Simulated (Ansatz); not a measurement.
## [GeH₃···H···H], doublet: transfer scan

Starting geometry:

| atom | x (Å) | y (Å) | z (Å) |
| --- | --- | --- | --- |
| Ge | -0.0381 | 0.0000 | 0.0000 |
| H | -0.5496 | 1.4466 | 0.0000 |
| H | -0.5496 | -0.7233 | 1.2528 |
| H | -0.5496 | -0.7233 | -1.2528 |
| H | 1.4962 | 0.0000 | 0.0000 |
| H | 2.8999 | 0.0000 | 0.0000 |

From there H5 is moved from one fragment to the other while all else, the fragments' distance too, stays fixed; atoms are numbered as listed. Energies are in kcal/mol, counted from the starting geometry at the same level.

Basis cc-pVTZ; Ansatz 0.2.0. Correlated methods freeze the noble-gas cores and the filled d shells of p-block atoms. Prefix R: restricted or restricted open-shell reference; prefix U: unrestricted. No spin–orbit coupling is included, and no scalar relativity.

Full CI isn't at hand for all of this; UCCSDT(Q) serves as the reference, and is uncertain by about the last step of the cluster series. The frozen core follows each run's orbitals, which can shift R against U totals by a few meV for light atoms and by up to 0.1 eV past Ca.

| distance Ge1-H5 (Å) | RHF |
| --- | --- |
| 1.534 | 0.0 |
| 1.628 | 2.4 |
| 1.817 | 9.4 |
| 2.005 | 0.3 |
| 2.193 | -11.5 |

Estimate the UCCSDT(Q) curve in cc-pVTZ from this one, knowing how RHF errs.

The computed UCCSDT(Q) values, in kcal/mol from the starting point, and the error of RHF against them:
| distance Ge1-H5 (Å) | UCCSDT(Q) | RHF less UCCSDT(Q) |
| --- | --- | --- |
| 1.534 | 0.0 | 0.0 |
| 1.628 | -0.2 | 2.6 |
| 1.817 | -0.7 | 10.1 |
| 2.005 | -8.8 | 9.2 |
| 2.193 | -16.7 | 5.2 |

The error spans 10.1 kcal/mol and is largest, 10.1 kcal/mol, at 1.817 Å.
